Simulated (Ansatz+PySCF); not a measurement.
A calculation with Ansatz (development build ahead of 0.2.0).

```yaml
crystal:
  periodic: [false, false, false]
  atoms:
    - { symbol: B, position_ang: [-0.02456, -0.04281, 0.008] }
    - { symbol: H, position_ang: [0.72474, 0.77251, 0.71666] }
    - { symbol: H, position_ang: [0.71562, -0.70487, -0.6769] }
    - { symbol: H, position_ang: [-0.68576, 0.69231, -0.73633] }
    - { symbol: H, position_ang: [-0.7649, -0.70655, 0.70125] }
basis:
  gaussian: { orbitals: def2-SVP }
total_charge: -1
hamiltonian:
  xc: { name: wB97X }
```

The input is written out in the form of the current development build from the run's settings.

Output:

```
Converged                       : yes
Total energy                    : -27.21235 hartree
Spin squared of the determinant : 0.000
Stability test                  : minimum among restricted orbitals
```

Caution: no diffuse functions for an anion.
